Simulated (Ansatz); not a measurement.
Mulliken charges of C2H4F2O2 (`OCOC(F)F`) from ωB97M-V/def2-TZVPP in Ansatz (PBE0-D4/def2-TZVP geometry).

```json
{"atom": "O1", "x (Å)": "0.448", "y (Å)": "-1.568", "z (Å)": "-0.608", "charge (e)": "-0.309"}
{"atom": "C2", "x (Å)": "-0.596", "y (Å)": "-0.872", "z (Å)": "-0.017", "charge (e)": "0.078"}
{"atom": "O3", "x (Å)": "-0.145", "y (Å)": "0.199", "z (Å)": "0.792", "charge (e)": "-0.260"}
{"atom": "C4", "x (Å)": "0.377", "y (Å)": "1.246", "z (Å)": "0.100", "charge (e)": "0.333"}
{"atom": "F5", "x (Å)": "-0.615", "y (Å)": "1.992", "z (Å)": "-0.449", "charge (e)": "-0.195"}
{"atom": "F6", "x (Å)": "1.024", "y (Å)": "2.020", "z (Å)": "0.978", "charge (e)": "-0.178"}
{"atom": "H7", "x (Å)": "0.945", "y (Å)": "-2.022", "z (Å)": "0.079", "charge (e)": "0.183"}
{"atom": "H8", "x (Å)": "-1.188", "y (Å)": "-1.490", "z (Å)": "0.661", "charge (e)": "0.122"}
{"atom": "H9", "x (Å)": "-1.224", "y (Å)": "-0.500", "z (Å)": "-0.829", "charge (e)": "0.123"}
{"atom": "H10", "x (Å)": "1.057", "y (Å)": "0.945", "z (Å)": "-0.703", "charge (e)": "0.103"}
```

Task: By hand: the dipole of these point charges (1 e Å = 4.8032 D).

Result: Σ q r = (-0.098, -0.484, -0.152) e Å, of length 0.517 e Å = 2.48 D.

Task: How does the dipole of the full density compare? (Estimate.)

Result: The calculation gave: (0.033, -0.521, -0.032) e Å, 2.51 D; the point charges give 0.99 times that, at 20° from its direction.

Point charges leave out the atoms' own dipoles, such as those of lone pairs, and Mulliken's split depends on the basis, so the two needn't agree.
